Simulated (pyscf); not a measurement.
**Four-centre exchange: HO–SiH(OH)–OH + ammonia (NH₃) → HO–SiH(OH)–OH + ammonia (NH₃)**

Gas phase, singlet surface, charge 0. Bonds broken: Si2–H10, H6–N9. Bonds formed: Si2–H6, N9–H10. PySCF, gas phase, ωB97X-D3(BJ)/def2-SVP geometries.

Transition state (Å):

```xyz
12

O     -0.3981    -1.1867     0.9569
Si    -0.7825     0.1692    -0.0127
O     -2.4647     0.4177     0.2472
O     -0.9147    -0.4033    -1.6149
H     -0.9459    -1.9545     0.7444
H      0.7863     2.0424     0.8672
H     -2.6771     0.6334     1.1606
H     -1.8240    -0.6745    -1.7987
N      1.6062     2.2332     0.2279
H      1.1738     1.6273    -0.5289
H      1.7461     3.2190    -0.0258
H      2.4556     1.7893     0.5957
```

One imaginary mode, 723i cm⁻¹; descent along it reached the two sides named.

```tsv
bond	change	reactant side (Å)	saddle	product side
Si2–H10	breaks	1.504	2.494	4.7
H6–N9	breaks	1.020	1.057	2.8
Si2–H6	forms	4.6	2.597	1.504
N9–H10	forms	2.8	1.062	1.020
```

Electronic energies relative to the separated reactants (kcal/mol):

```
level                   barrier  reaction energy  reverse barrier
----------------------  -------  ---------------  ---------------
ωB97X-D3(BJ)/def2-TZVP     64.1              0.0             64.1
PBE/def2-TZVP              54.1              0.0             54.1
r²SCAN/def2-TZVP           62.5              0.0             62.5
B3LYP-D3(BJ)/def2-TZVP     60.5              0.0             60.5
PBE0-D3(BJ)/def2-TZVP      58.7              0.0             58.7
M06-2X/def2-TZVP           64.7              0.0             64.7
ωB97M-D3(BJ)/def2-TZVP     62.4              0.0             62.4
HF/def2-TZVP               79.5              0.0             79.5
```

With ωB97M-D3(BJ)/def2-TZVP energies and thermal terms (ideal gas, 1 atm, RRHO with modes under 100 cm⁻¹ raised to 100, one conformer, R ln 2 for chiral ones without a mode under 150 cm⁻¹), in kcal/mol:

```tsv
T (K)	ΔH‡	ΔG‡	ΔH	ΔG
298	63.8	72.7	0.0	0.0
600	64.0	81.7	0.0	0.0
900	64.4	90.4	0.0	0.0
1200	64.8	99.0	0.0	0.0
```

The same reactants have a lower exit, to H₂O + H₂N–SiH(OH)–OH (barrier +27.5 kcal/mol at ωB97M-D3(BJ)/def2-TZVP, against +62.4 kcal/mol here). One saddle was located; it need not be the lowest between these sides.
